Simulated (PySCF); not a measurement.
Compound: C6H8.
SMILES: `C1[C@H]2C[C@H]3[C@@H]1[C@@H]23`

The closed-shell ground state was solved at several levels (PySCF, density fitting, gas phase, non-relativistic). Isolated species at its PBE0-D3(BJ)/def2-SVP geometry, gas phase.

```csv
level,basis functions,total energy (Eh),HOMO (eV),LUMO (eV),gap (eV),dipole (D)
B3LYP/pcJ-1,242,-233.3593,-6.92,1.42,8.34,0.29
wB97X-D/def2-SVPD,184,-233.1219,-9.03,2.56,11.59,0.26
KT3/pcSseg-2,328,-237.3132,-5.94,-0.09,5.85,0.25
```

(1) Estimate the row for PBE0/pcSseg-1, a basis of 142 functions; the other rows only guide the guess.

(2) Over all these levels, which gives the widest orbital gap and which the narrowest?

(3) How far do the dipole and the HOMO energy spread over the levels?

Results:

(1) Total energy -233.0444 Eh, HOMO -7.17 eV, LUMO 1.71 eV, gap 8.88 eV, dipole 0.28 D.

(2) wB97X-D/def2-SVPD (range-separated hybrid) has the widest, 11.59 eV, and KT3/pcSseg-2 (GGA) the narrowest, 5.85 eV. Functional and basis both differ between the two, so the spread mixes both effects.

(3) The dipole runs from 0.25 to 0.29 D (mean 0.27 D) and the HOMO from -9.03 to -5.94 eV.

wB97X-D is run here without its empirical dispersion term; that term would change no orbital, density or response property at a fixed geometry.
